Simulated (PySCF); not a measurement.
The 15-electron isoelectronic series, spin-free X2C

All values are computed (PySCF 2.14, energy differences of UHF-based or UKS calculations, no spin-orbit coupling). Each ion has its own even-tempered basis scaled to its charge (22s15p6d5f for the first); frozen: 1s2. Ionisation energies in eV, correlation energies of the ion in mhartree.

```tsv
ion	configuration	UHF	LDA	PBE	PBE0	r2SCAN	MP2 (outer shells)	E_corr MP2	NIST (with spin-orbit, Breit and QED)
P	[Ne] 3s2 3p3 (4S)	9.909	10.566	10.478	10.519	10.621	10.329	-392.1	10.487
S+	[Ne] 3s2 3p3 (4S)	22.730	23.394	23.307	23.375	23.521	23.203	-403.9	23.338
Cl(2+)	[Ne] 3s2 3p3 (4S)	38.979	39.666	39.582	39.665	39.843	39.488	-413.2	39.8 ± 0.11 (s)
Ar(3+)	[Ne] 3s2 3p3 (4S)	58.512	59.221	59.143	59.235	59.421	59.056	-422.2	59.58 ± 0.18 (s)
K(4+)	[Ne] 3s2 3p3 (4S)	81.256	81.987	81.907	82.006	82.237	81.830	-430.3	82.66 ± 0.16 (s)
Ca(5+)	[Ne] 3s2 3p3 (4S)	107.18	107.92	107.84	107.95	108.22	107.75	-435.4	108.78 ± 0.25 (s)
Sc(6+)	[Ne] 3s2 3p3 (4S)	136.23	137.00	136.91	137.03	137.33	136.82	-441.1	137.99 ± 0.25 (s)
Ti(7+)	[Ne] 3s2 3p3 (4S)	168.41	169.19	169.11	169.22	169.55	168.98	-444.5	170.5 ± 0.4 (s)
V(8+)	[Ne] 3s2 3p3 (4S)	203.69	204.48	204.40	204.52	204.85	204.26	-448.5	206 ± 0.4 (s)
Cr(9+)	[Ne] 3s2 3p3 (4S)	242.06	242.86	242.79	242.91	243.27	242.65	-453.3	244.5 ± 0.5 (s)
```

Each ion has its own basis, which adds noise of up to about 0.1 % along the series.

NIST values marked (s) are semi-empirical, (t) theoretical. Open shells are high-spin determinants of the terms that Hund's rules give.
